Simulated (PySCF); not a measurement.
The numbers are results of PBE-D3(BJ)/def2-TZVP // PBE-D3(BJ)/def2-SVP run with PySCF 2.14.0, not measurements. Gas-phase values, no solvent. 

Reference species (SMILES): `[CH3]` (neutral, multiplicity 2).

| Quantity | Result |
|---|---|
| highest occupied spin orbital | -5.38 eV |
| dipole moment | 0.00 D |

Changed species: `C[N]C` (free radical N(CH3)2; the reference has free radical CH3).

**Question.** Give the shifts of the highest occupied spin orbital and dipole moment.

**Answer.** the highest occupied spin orbital drops by 0.18 eV, to -5.56 eV; the dipole moment rises by 1.70 D, to 1.70 D.
